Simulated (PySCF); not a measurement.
Cyclopentanone, C5H8O.
Numbering: `[O:1]=[C:2]1[CH2:3][CH2:4][CH2:5][CH2:6]1` (hydrogens: H7, H8 on C3; H9, H10 on C4; H11, H12 on C5; H13, H14 on C6)

Method: PySCF 2.14.0, PBE0-D3(BJ)/def2-TZVP geometry optimisation, gas phase; density fitting, grid level 2; the optimiser is geomeTRIC in internal coordinates, started from a GFN2-xTB structure with every atom displaced at random (about 0.01 Å).

Step 0: E = -7357.0074 eV
```
atom  x, y, z in Å  |  force x, y, z in eV/Å
O1      0.3552    2.2964    1.1981   -0.048   1.031   0.516
C2      0.1739    1.2550    0.6542   -0.119  -0.790  -0.310
C3     -1.1692    0.5767    0.3907    1.260  -0.310   0.062
C4     -0.7983   -0.5660   -0.5588   -1.857  -0.558   0.554
C5      0.5952   -0.9727   -0.1915    0.542   0.446   0.864
C6      1.2741    0.3717    0.1146   -0.126  -0.623  -0.079
H7     -1.5030    0.2012    1.3594   -0.196  -0.038   0.071
H8     -1.8718    1.2897    0.0159   -0.611   0.398  -0.188
H9     -1.5326   -1.3930   -0.4423    0.455   0.345  -0.299
H10    -0.8619   -0.2147   -1.5767    0.063   0.103  -0.521
H11     0.5778   -1.5893    0.7261    0.054   0.141  -0.342
H12     1.1008   -1.5220   -0.9668    0.193  -0.341  -0.294
H13     1.6244    0.8409   -0.8085    0.171   0.038  -0.021
H14     2.0936    0.3002    0.8228    0.220   0.158  -0.012
```

Step 1: E = -7357.0925 eV
```
atom  x, y, z in Å  |  force x, y, z in eV/Å
O1      0.3394    2.3197    1.1909   -0.044  -0.071  -0.016
C2      0.1806    1.2540    0.6586    0.033   0.111   0.016
C3     -1.1540    0.5759    0.4002   -0.170   0.114  -0.055
C4     -0.8375   -0.5716   -0.5490    0.168   0.073  -0.096
C5      0.5991   -0.9653   -0.1798    0.009  -0.104  -0.096
C6      1.2835    0.3609    0.1202    0.012  -0.006  -0.021
H7     -1.5200    0.2062    1.3652    0.005   0.006   0.010
H8     -1.8888    1.2989    0.0317    0.079  -0.084   0.080
H9     -1.5291   -1.4080   -0.4808   -0.093  -0.054   0.056
H10    -0.8684   -0.2150   -1.5847    0.023  -0.003   0.034
H11     0.5860   -1.5924    0.7161    0.010  -0.003   0.037
H12     1.0933   -1.5391   -0.9671   -0.019   0.029   0.039
H13     1.6516    0.8318   -0.8002   -0.008  -0.002   0.024
H14     2.1224    0.3179    0.8159   -0.006  -0.007  -0.012
```

Problem. Estimate the geometry and energy of step 2. (The exact step hangs on the optimiser's Hessian estimate; all steps are aligned on step 1, rigid shifts and turns removed.)

Solution. E = -7357.0940 eV, largest force 0.066 eV/Å
```
atom  x, y, z in Å  |  force x, y, z in eV/Å
O1      0.3318    2.3185    1.1930    0.036  -0.017  -0.010
C2      0.1798    1.2548    0.6564   -0.030   0.046   0.036
C3     -1.1555    0.5778    0.3990   -0.009  -0.010  -0.043
C4     -0.8345   -0.5699   -0.5509    0.008  -0.030  -0.022
C5      0.6005   -0.9681   -0.1813   -0.028  -0.014   0.001
C6      1.2836    0.3601    0.1181    0.007   0.013   0.006
H7     -1.5190    0.2075    1.3648    0.013  -0.007   0.003
H8     -1.8893    1.2994    0.0369    0.005  -0.015   0.010
H9     -1.5331   -1.4043   -0.4770   -0.009   0.011   0.006
H10    -0.8628   -0.2145   -1.5860    0.007   0.001   0.009
H11     0.5881   -1.5926    0.7177    0.001   0.009   0.004
H12     1.0944   -1.5425   -0.9664   -0.003   0.011   0.003
H13     1.6522    0.8316   -0.8009   -0.001   0.000   0.000
H14     2.1220    0.3161    0.8138    0.004   0.002  -0.001
```

The energy changes by -0.0015 eV. The first-order estimate −F·Δx gives -0.0031 eV and the mean of the old and new forces, exact on a quadratic surface, -0.0015 eV. The step makes an angle of 62° with the force vector and moves no atom by more than 0.008 Å.

What follows is the cost of the whole optimisation. Time: 5.5 min wall, 7.8 min CPU; peak memory 1.3 GiB. Hardware: an Intel Xeon at 2.50 GHz with 2 threads, shared host with 64 logical CPUs at a one-minute load of 60.
